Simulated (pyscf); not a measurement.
PySCF, gas phase, ωB97X-D3(BJ)/def2-SVP geometries.

Problem. PBE/def2-TZVP puts the barrier of :HC–OH (SMILES [CH]O) [singlet] + H₂ (SMILES [H][H]) → H₂C=O (SMILES C=O) + H₂ (SMILES [H][H]) (concerted two-bond exchange; singlet surface; H–O, H–H broken, C–H, H–H formed) at 0.18 eV and the reaction energy at -2.36 eV, from the separated reactants. What do B3LYP-D3(BJ)/def2-TZVP, M06-2X/def2-TZVP, ωB97M-D3(BJ)/def2-TZVP give on the same structures?

Solution. B3LYP-D3(BJ): ΔE‡ = 0.51 eV, ΔE = -2.31 eV; M06-2X: ΔE‡ = 0.71 eV, ΔE = -2.23 eV; ωB97M-D3(BJ): ΔE‡ = 0.61 eV, ΔE = -2.20 eV. PBE's barrier lies under all of them, by 0.33 to 0.52 eV. Its reaction energy lies under all of them, by 0.05 to 0.16 eV. Low barriers are usual for a GGA, whose delocalisation error favours stretched bonds. One saddle was located; it need not be the lowest between these sides.
